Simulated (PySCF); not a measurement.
# Level sweep

Species: hydroxylamine, H3NO.
SMILES: `NO`

PySCF, dipoles from the SCF density, polarisabilities from static response with core orbitals frozen. Isolated species at its PBE0-D3(BJ)/def2-SVP geometry (one conformer only).

**Question.** How do dipole and polarisability depend on functional and basis here?

**Answer.** 

```json
{"level": "LDA/def2-SVPD", "μ (D)": "0.562", "α (Å³)": "2.79", "error (%)": "0.0", "anisotropy (Å³)": "0.70"}
{"level": "PBE/def2-SVPD", "μ (D)": "0.548", "α (Å³)": "2.78", "error (%)": "-0.3", "anisotropy (Å³)": "0.72"}
{"level": "B3LYP/def2-SVPD", "μ (D)": "0.595", "α (Å³)": "2.69", "error (%)": "-3.6", "anisotropy (Å³)": "0.75"}
{"level": "PBE0/def2-SVPD", "μ (D)": "0.586", "α (Å³)": "2.64", "error (%)": "-5.3", "anisotropy (Å³)": "0.73"}
{"level": "BHandHLYP/def2-SVPD", "μ (D)": "0.640", "α (Å³)": "2.56", "error (%)": "-8.2", "anisotropy (Å³)": "0.77"}
{"level": "CAM-B3LYP/def2-SVPD", "μ (D)": "0.623", "α (Å³)": "2.65", "error (%)": "-5.0", "anisotropy (Å³)": "0.73"}
{"level": "wB97X-D/def2-SVPD", "μ (D)": "0.602", "α (Å³)": "2.64", "error (%)": "-5.3", "anisotropy (Å³)": "0.71"}
{"level": "LC-wPBE/def2-SVPD", "μ (D)": "0.627", "α (Å³)": "2.58", "error (%)": "-7.3", "anisotropy (Å³)": "0.67"}
{"level": "HF/def2-SVPD", "μ (D)": "0.691", "α (Å³)": "2.45", "error (%)": "-12.3", "anisotropy (Å³)": "0.82"}
{"level": "PBE0/6-31G*", "μ (D)": "0.554", "α (Å³)": "1.77", "error (%)": "-36.6", "anisotropy (Å³)": "0.96"}
{"level": "PBE0/6-31+G*", "μ (D)": "0.617", "α (Å³)": "2.20", "error (%)": "-21.1", "anisotropy (Å³)": "0.65"}
{"level": "PBE0/def2-SVP", "μ (D)": "0.565", "α (Å³)": "1.77", "error (%)": "-36.4", "anisotropy (Å³)": "0.94"}
{"level": "PBE0/aug-cc-pVDZ", "μ (D)": "0.535", "α (Å³)": "2.72", "error (%)": "-2.6", "anisotropy (Å³)": "0.74"}
{"level": "PBE0/def2-TZVP", "μ (D)": "0.547", "α (Å³)": "2.19", "error (%)": "-21.6", "anisotropy (Å³)": "0.80"}
{"level": "PBE0/def2-TZVPD", "μ (D)": "0.537", "α (Å³)": "2.73", "error (%)": "-2.0", "anisotropy (Å³)": "0.73"}
{"level": "PBE0/aug-cc-pVTZ", "μ (D)": "0.530", "α (Å³)": "2.76", "error (%)": "-0.9", "anisotropy (Å³)": "0.74"}
```

Reference polarisability: 2.789 Å³ (computed, CCSD(T)/CBS, static electronic, isotropic average, equilibrium geometry, gas; Hait, Head-Gordon, Phys. Chem. Chem. Phys. 20 (2018) 19800). The anisotropy is √(½[(α1 − α2)² + (α2 − α3)² + (α3 − α1)²]). For the polarisability, the smallest error is 0.0% (LDA/def2-SVPD) and the largest 36.6% (PBE0/6-31G*). The dipole runs from 0.53 D (PBE0/aug-cc-pVTZ) to 0.69 D (HF/def2-SVPD). In one basis (def2-SVPD) the functionals order the polarisability from HF (lowest) to LDA (highest), a spread of 14%. With PBE0 the polarisability is 1.91 Å³ without diffuse functions (mean of 6-31G*, def2-SVP and def2-TZVP) and 2.61 Å³ with them (mean of 6-31+G*, def2-SVPD, aug-cc-pVDZ, def2-TZVPD and aug-cc-pVTZ).
